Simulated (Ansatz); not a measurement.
## Bulk modulus B0 of some elemental metals

Method: PBEsol-D3(BJ) (Ansatz, a program for electronic structure, PAW). References are measured values corrected to a static lattice.

Values in GPa.

```tsv
solid	reference	PBEsol-D3(BJ)	error (%)
fcc Cu	144	193	+34
fcc Ag	110 (104–111)	141	+28
body-centred tetragonal In	44.7¶	52.8	+18.1
bcc Mo	265 (265–278)	297	+12.1
bcc W	312 (300–328)	339	+8.7
bcc Ba	9.34 (9.34–10.6)	9.71	+4.0
```

Over these 6 solids the mean error is +17.5 %, the mean absolute error 17.5 % (median 15.1 %), and the worst case fcc Cu at +34 %; the value is above the reference in 6 of 6 cases.

All these references are brought to a static lattice.

Spin–orbit coupling is left out, also for the solids with elements from indium on (body-centred tetragonal In, bcc W, bcc Ba); its size isn't shown.

¶ marks references of a special kind: body-centred tetragonal In, 44.7 GPa (measured, copied from a table, unchecked, extrapolated to 0 K and zero-point effects removed; as tabulated in Lejaeghere et al. (2013), arXiv:1204.2733).

In Ansatz's fits of the non-cubic solids, shape and atoms are relaxed at each volume.

Brackets give the range of the sources taken for a reference, where it is wide; it can hold other temperatures.

Differences are worked out from the printed values.

Each level is taken at its own relaxed cell. Ansatz's density-functional and Hartree–Fock values are scalar-relativistic unless marked +SOC, with PAW data made under PBE.

Ansatz's runs of these crystals have no spin polarisation.

Not in this set, of the elemental metals with a reference value in our tables and a result at some level: 29 for no value at PBEsol-D3(BJ) (not run, a failed fit, an unstable or unbound cell, or a value held back for tests); 6 for sources at odds; 3 for a reference at room or unstated temperature. These can be a level's best or worst cases. Solids without a released value at any level aren't counted. Layered and molecular crystals are counted apart. The metals Ce to Yb are counted apart.

References as tabulated in Levämäki et al. (2014), arXiv:1402.3671; doi:10.1021/acs.jctc.3c00612; Mejia-Rodriguez and Trickey (2018), arXiv:1807.09216; Lejaeghere et al. (2013), arXiv:1204.2733.
